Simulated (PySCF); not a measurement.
Method used: core-valence-separated Tamm–Dancoff BHandHLYP/aug-pcX-1 (pcseg-1 on H, def2-SVPD on S) in PySCF, non-relativistic, gas phase, PBE0-D3(BJ)/def2-SVP geometry. The energies are unshifted.

Main lines of an unknown, eV (oscillator strength): C K: 285.7 (0.041), 285.9 (0.023), 286.0 (0.049), 286.5 (0.040), 286.6 (0.016). Listed: the first five lines at most of each edge with a tenth or more of its strongest line's intensity; roots within 0.03 eV on the same or equivalent atoms are summed. Only the lowest roots were sought, and the top ones are left out.

Problem. Which candidate gives them?
A. `SC1CC1`
B. `C1S[C@H]1C`

Solution. A. 

- `SC1CC1`: C K: 285.7 (0.041), 285.9 (0.023), 286.0 (0.049), 286.5 (0.040), 286.6 (0.016). First C line listed at 285.7 eV, hole on the sp3 carbon bound to sulfur.
- `C[C@H]1CS1`: C K: 284.7 (0.049), 284.8 (0.065), 285.6 (0.011), 286.0 (0.016), 286.3 (0.028). First C line listed at 284.7 eV, hole on the sp3 carbon bound to sulfur.

One conformer each; other structures than these candidates weren't tested.

Shape of the structure used: `[SH:1][CH:2]1[CH2:3][CH2:4]1`: H–S1–C2–C3 -36°.
